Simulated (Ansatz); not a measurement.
# SiN₂H+ (triplet): the correlation ladder, def2-QZVPP

An exercise on one series of results from a longer session: the logs are not shown, and one member is left open.

Program: Ansatz 0.2.0, Gaussian basis. Level of theory: def2-QZVPP, core rule «outside noble gas», up to 7 orbitals frozen. These are calculated values, not measurements.

Plan: UHF; ROHF; CCSD(T) on UHF.

2 further runs of the same task are left out: 2 set aside as unsound or not needed.

## The system

The geometry is a PBE0/def2-TZVP stationary point (not a proven minimum) of the parent state, kept for this charge and spin.

4 atoms, charge 1, spin multiplicity 3.

Atoms are counted from 1 here; the program's logs count them from 0.

Bond lengths: Si1–N2 1.658 Å, Si1–N3 1.658 Å, Si1–H4 1.472 Å, N2–N3 1.546 Å. Angles: N2–Si1–N3 55.6°, N2–Si1–H4 152.2°, N3–Si1–H4 152.2°, Si1–N2–N3 62.2°, Si1–N3–N2 62.2°.

Geometry (Å):

```tsv
atom	x (Å)	y (Å)	z (Å)
Si1	0.0000	0.0000	0.6935
N2	0.0000	-0.7732	-0.7732
N3	0.0000	0.7732	-0.7732
H4	0.0000	0.0000	2.1654
```

The first run:

File in.yaml:

```yaml
crystal:
  periodic: [false, false, false]
  atoms:
    - {symbol: Si, position_ang: [0.000000, 0.000000, 0.693477]}
    - {symbol: N, position_ang: [0.000000, -0.773207, -0.773173]}
    - {symbol: N, position_ang: [0.000000, 0.773207, -0.773173]}
    - {symbol: H, position_ang: [0.000000, 0.000000, 2.165363]}
basis:
  gaussian: {orbitals: "def2-QZVPP.json"}
total_charge: 1
magnetization: {spin_polarized: true, initial_magnetization: 2}
hamiltonian: {xc: hf}
output: {orbitals: {seedname: orbitals}}
```

Launch:

```
> ansatz run in.yaml --threads 1 --pin off --events-out ev --progress --plain --max-ram 2393MiB
```

Steps of the session up to this table: UHF; ROHF; CCSD(T) on UHF.

One table of the session follows, with a row left open; its other results are not shown here.

It belongs to the step «Misses and costs». 

| method | from UCCSD(T) (meV) |
| --- | --- |
| ROHF | +15018.5 |
| UHF | +14293.1 |
| UMP2 | ? |
| UCCSD | +850.1 |
| UCCSD(T) | 0 |

**Question.** Estimate the row for UMP2.

As computed: from UCCSD(T) (meV): +1279.5. In the column «from UCCSD(T) (meV)» it lies between UCCSD (+850.1) and UHF (+14293.1).

To keep in mind: Warnings: spin contamination; coupled cluster took another determinant than the lowest.
